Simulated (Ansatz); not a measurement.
Input file:

```yaml
crystal:
  periodic: [false, false, false]
  atoms:
    - {symbol: N, position_ang: [0.000000, 0.000000, 0.000000]}
    - {symbol: H, position_ang: [0.000000, 0.000000, 0.916000]}
basis:
  gaussian: {orbitals: aug-cc-pVTZ}
magnetization: {spin_polarized: true, initial_magnetization: 0}
hamiltonian: {xc: {name: B3LYP}}
```

```sh
$ ansatz run in.yaml --threads 1 --pin off --events-out ev --progress --plain --max-ram 3956MiB --backend cpu
```

Output:

```
269 factors; their error is unknown
mean field evaluation 1: about -1499.5585 eV, gradient 1.7e1 eV
mean field evaluation 2: about -1499.3022 eV, gradient 1.9e1 eV
mean field evaluation 4: about -1500.7680 eV, gradient 8.3e-2 eV
mean field evaluation 8: about -1500.7579 eV, gradient 2.5e-3 eV
mean field evaluation 16: about -1502.3843 eV, gradient 2.2e-2 eV
mean field evaluation 32: about -1500.7579 eV, gradient 9.4e-5 eV
mean field -1502.38355710 eV, -55.2115773712 hartree, gradient 6.9e-6 eV, S^2 1.003800; 3 other end points of the search recorded, 0 dependent functions left out
reference -1502.38374869 eV, -55.2115844119 hartree; 4, 4 occupied and 65, 65 virtual orbitals, 269 factors
Total energy: -1502.38374869 eV, -55.2115844119 hartree
```

Ran on 1 thread of AMD EPYC 7R13, shared host: 1.7 s wall, 0.13 GiB peak host memory.
